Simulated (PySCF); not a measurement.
**How the method moves the proton affinities of methylene chloride**

Structure: `ClCCl` (CH2Cl2). Atom numbers as in the mapped SMILES `[Cl:1][CH2:2][Cl:3]`.

All levels share the PBE0-D3(BJ)/def2-SVP structures and the PBE0-D3(BJ)/def2-SVP thermal terms; only the single-point energies (PySCF) change. Values are proton affinities (298 K, kJ/mol).

```jsonl
{"level": "PBE0-D3(BJ)/6-31G", "Cl1": "571", "time": "1.1 s"}
{"level": "PBE0-D3(BJ)/6-31+G*", "Cl1": "606", "time": "1.7 s"}
{"level": "PBE0-D3(BJ)/6-31G*", "Cl1": "609", "time": "1.5 s"}
{"level": "PBE0-D3(BJ)/def2-SV(P)", "Cl1": "612", "time": "1.4 s"}
{"level": "LDA/def2-TZVP", "Cl1": "614", "time": "6 s"}
{"level": "PBE0-D3(BJ)/pcseg-1", "Cl1": "614", "time": "1.7 s"}
{"level": "PBE0-D3(BJ)/ma-def2-SVP", "Cl1": "615", "time": "1.9 s"}
{"level": "M06-2X/def2-TZVP (grid 3)", "Cl1": "619", "time": "9.5 s"}
{"level": "PBE0-D3(BJ)/def2-SVPD", "Cl1": "622", "time": "2.5 s"}
{"level": "LC-ωPBE/def2-TZVP", "Cl1": "624", "time": "7.2 s"}
{"level": "PBE0-D3(BJ)/aug-pcseg-1", "Cl1": "624", "time": "2.9 s"}
{"level": "PBE0-D3(BJ)/6-311+G**", "Cl1": "625", "time": "2.5 s"}
{"level": "CAM-B3LYP-D3(BJ)/def2-TZVP", "Cl1": "627", "time": "4.3 s"}
{"level": "PBE0-D3(BJ)/aug-cc-pVDZ", "Cl1": "627", "time": "2.9 s"}
{"level": "HF/def2-TZVP", "Cl1": "628", "time": "1.3 s"}
{"level": "ωB97M-D3(BJ)/def2-TZVP (grid 3)", "Cl1": "628", "time": "9.3 s"}
{"level": "BHandHLYP/def2-TZVP", "Cl1": "629", "time": "3.4 s"}
{"level": "PBE0-D3(BJ)/cc-pVDZ", "Cl1": "629", "time": "1.8 s"}
{"level": "PBE0-D3(BJ)/6-311++G(2d,2p)", "Cl1": "634", "time": "3.5 s"}
{"level": "PBE0-D3(BJ)/pcseg-2", "Cl1": "634", "time": "4.1 s"}
{"level": "PBE0-D3(BJ)/ma-def2-TZVP", "Cl1": "634", "time": "4 s"}
{"level": "ωB97X-D3(BJ)/def2-TZVP", "Cl1": "635", "time": "4 s"}
{"level": "PBE0-D3(BJ)/aug-cc-pVTZ", "Cl1": "635", "time": "8.5 s"}
{"level": "PBE0-D3(BJ)/def2-TZVPD", "Cl1": "635", "time": "5 s"}
{"level": "M06/def2-TZVP (grid 3)", "Cl1": "636", "time": "9.2 s"}
{"level": "HSE06/def2-TZVP", "Cl1": "636", "time": "7.8 s"}
{"level": "PBE0-D3(BJ)/cc-pVTZ", "Cl1": "636", "time": "4.3 s"}
{"level": "PBE0-D3(BJ)/def2-SVP", "Cl1": "636", "time": "1.6 s"}
{"level": "PBE0-D3(BJ)/def2-TZVP", "Cl1": "637", "time": "–"}
{"level": "PBE0-D3(BJ)/jun-cc-pV(T+d)Z", "Cl1": "637", "time": "6 s"}
{"level": "PBE0-D3(BJ)/def2-TZVPP", "Cl1": "639", "time": "4.6 s"}
{"level": "r2SCAN-D3(BJ)/def2-TZVP (grid 3)", "Cl1": "643", "time": "12 s"}
{"level": "B3LYP-D3(BJ)/def2-TZVP", "Cl1": "645", "time": "3.5 s"}
{"level": "M06-L/def2-TZVP (grid 3)", "Cl1": "646", "time": "13 s"}
{"level": "B97-2/def2-TZVP", "Cl1": "648", "time": "3.8 s"}
{"level": "PBE-D3(BJ)/def2-TZVP", "Cl1": "649", "time": "6.8 s"}
{"level": "BP86-D3(BJ)/def2-TZVP", "Cl1": "652", "time": "7.1 s"}
{"level": "TPSSh-D3(BJ)/def2-TZVP (grid 3)", "Cl1": "652", "time": "9.6 s"}
{"level": "BLYP-D3(BJ)/def2-TZVP", "Cl1": "657", "time": "6.8 s"}
{"level": "TPSS-D3(BJ)/def2-TZVP (grid 3)", "Cl1": "658", "time": "13 s"}
{"level": "OPBE/def2-TZVP", "Cl1": "661", "time": "7.3 s"}
```

Times are wall times for all single points of a level on 1 thread of Arm Neoverse V2, a shared host; the dash marks the run that also made the structures. BLYP, BP86, HSE06, LC-ωPBE, LDA, M06-L, OPBE, PBE, TPSS, r2SCAN ran on a slower path of this set-up, which computes the density-fitting integrals anew in every SCF cycle while the other levels store them. So the times needn't show the usual order of cost, and those levels read slower than they are.

Hartree-Fock leaves out electron correlation, so its proton affinities can be off by tens of kJ/mol.

The spread: 90 kJ/mol, from 571 to 661.

Note: the best site listed is a halogen, a weak base; protonation of a C–C, C–H or other σ bond isn't listed and may be favoured.
